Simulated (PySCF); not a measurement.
C5H7Cl.
Bonds: Cl1–C2, C2–C3 (double), C3–C4, C4–C5, C5–C6, C3–C6. Hydrogens: H7 on C2; H8, H9 on C4; H10, H11 on C5; H12, H13 on C6.

Method used: PBE0-D3(BJ)/def2-SVP geometry optimisation, gas phase in PySCF 2.14.0.

Q: List the bond lengths, angles and torsions at this level.

A: 
```csv
bond,length (pm),order
Cl1–C2,173.1,single
C2=C3,132.9,double
C3–C4,150.7,single
C4–C5,155.0,single
C5–C6,155.1,single
C3–C6,151.4,single
C2–H7,109.2,single
"C4–H8, C4–H9",110.2,single
"C5–H10, C5–H11",109.9,single
"C6–H12, C6–H13",110.2,single
```

Bonds in one row agree within 1 pm and their mean is given. Orders are formal, as drawn. A selection of angles:
```csv
angle,degrees
Cl1–C2–C3,121.8
Cl1–C2–H7,114.3
C3–C2–H7,123.9
C2–C3–C4,133.5
C2–C3–C6,133.5
C4–C3–C6,93.0
C3–C4–C5,88.7
C3–C4–H8,114.2
C5–C4–H8,115.7
H8–C4–H9,107.6
C4–C5–C6,89.9
C4–C5–H10,114.5
C4–C5–H11,114.6
C6–C5–H10,114.4
H10–C5–H11,108.2
C5–C6–H12,115.2
C3–C6–C5,88.4
C3–C6–H12,114.6
H12–C6–H13,107.9
```

Torsions: Cl1–C2–C3–C4 0° (synperiplanar); C2–C3–C4–C5 180° (antiperiplanar); C3–C4–C5–C6 0° (synperiplanar); C4–C5–C6–C3 0° (synperiplanar); C2–C3–C6–C5 180° (antiperiplanar).

The 6 heavy atoms lie in one plane (0.003 Å rms). The 5 C–C bonds span 1.329 Å (C2=C3, drawn double) to 1.551 Å (C5–C6, drawn single), a spread of 0.222 Å. The 4-membered ring C3–C4–C5–C6 has internal angles of 88.4° to 93.0° (sum 360°, against 360° for a flat polygon); it is planar, 0.00 Å rms from its mean plane, widest ring torsion 0°.

Point group: Cs (tolerance 0.08 Å). No frequency check.

On one thread, x86-64 server (shared host), this took 20 s wall. This is the geometry optimisation.
